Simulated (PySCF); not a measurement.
# Working with the constants of SiB

UHF-CCSD(T) constants of SiB, ⁴Σ⁻ (quartet), unpaired electrons σ ↑, π ↑↑ (basis Si def2-TZVPPD, B def2-TZVPPD; no relativity; PySCF 2.14; masses 27.9769 and 11.0093 u):

| Property | Result |
| --- | --- |
| ωe | 739.4 cm⁻¹ |
| ωexe | 5.36 cm⁻¹ |
| Be | 0.57828 cm⁻¹ |
| αe | 0.00567 cm⁻¹ |
| D (centrifugal) | 1.41e-06 cm⁻¹ |
| De to Si + B | 3.16 eV |

Give the vibrational terms G(v) and spacings up to v = 6.

G(v) = ωe(v+½) − ωexe(v+½)².

| v | G(v) (cm⁻¹) | G(v) − G(v−1) | Bv (cm⁻¹) |
| --- | --- | --- | --- |
| 0 | 368 |  | 0.5754 |
| 1 | 1097 | 729 | 0.5698 |
| 2 | 1815 | 718 | 0.5641 |
| 3 | 2522 | 707 | 0.5584 |
| 4 | 3219 | 697 | 0.5528 |
| 5 | 3905 | 686 | 0.5471 |
| 6 | 4580 | 675 | 0.5414 |

How well does the Morse estimate ωe²/(4ωexe) reproduce De, and what is D0?

It gives 3.16 eV, 100 % of the computed De. D0 = De − G(0) = 3.16 − 0.05 = 3.11 eV.

Correlated steps freeze 6 core orbitals. The CCSD T1 diagnostic is raised, a sign that a single reference may not be enough here. The state is the lowest determinant that a PBE0 search found; another state may lie lower at other levels.
